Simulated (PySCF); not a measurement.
**Which is lower?**

The two ends of one reaction step of SiN$_{2}$H$_{8}$, singlet (PBE0-D4/def2-TZVP).

A:

Si1  (-0.321, -0.855, -0.497)
N2  (1.216, -0.114, -0.663)
H3  (-0.890, -1.520, -1.707)
H4  (-0.088, -1.907, 0.536)
N5  (-1.464, 0.363, -0.131)
H6  (1.084, 1.276, 1.719)
H7  (0.958, 1.597, 2.384)
H8  (2.054, -0.642, -0.480)
H9  (1.371, 0.611, -1.344)
H10  (-1.368, 0.949, 0.683)
H11  (-2.423, 0.267, -0.418)
(Å)

B:

Si1  (-0.680, 0.131, 0.178)
N2  (2.084, -0.377, -0.561)
H3  (-0.666, -0.286, -1.245)
H4  (-0.167, -0.980, 1.032)
N5  (-2.332, 0.547, 0.509)
H6  (2.709, -0.151, 0.203)
H7  (0.095, 1.366, 0.449)
H8  (2.228, -1.352, -0.793)
H9  (2.372, 0.172, -1.361)
H10  (-2.562, 0.982, 1.388)
H11  (-3.060, -0.097, 0.241)
(Å)

PySCF 2.14 with density fitting (its default auxiliary sets; JK sets also for MP2 and CCSD(T)); basis: def2-TZVPP; cores frozen in the correlated methods. B3LYP uses VWN-RPA correlation.

Q: Which structure is lower at CCSD(T), and by how much? (To be estimated.)

A: By the calculation: A, by 32.7 kJ/mol (electronic energy, against the other). By their contacts, A is a complex of SiN₂H₆ ([NH2][SiH2][NH2]) + H₂ and B is a complex of SiNH₅ ([NH2][SiH3]) + NH₃.

All methods give the same order:

```
   method  E(B) − E(A) (kJ/mol)
    SPW92                  30.5
   PBE-D4                  31.5
r2SCAN-D4                  37.9
  PBE0-D4                  31.6
 B3LYP-D4                  35.9
 BHLYP-D4                  35.4
  wB97M-V                  34.2
       HF                  32.3
      MP2                  39.4
     CCSD                  31.6
  CCSD(T)                  32.7
```

No T1 diagnostic of these runs exceeds 0.010.

Labels in which every atom is bracketed show which atoms are joined, not bond orders.

For scale, one of the runs: CCSD(T)/def2-TZVPP, 216 basis functions, launched by `OMP_NUM_THREADS=4 python run.py`. Hardware: 4 CPU threads of an Arm Neoverse V1, shared host. Wall time 8.2 min; peak host memory 3 GiB.
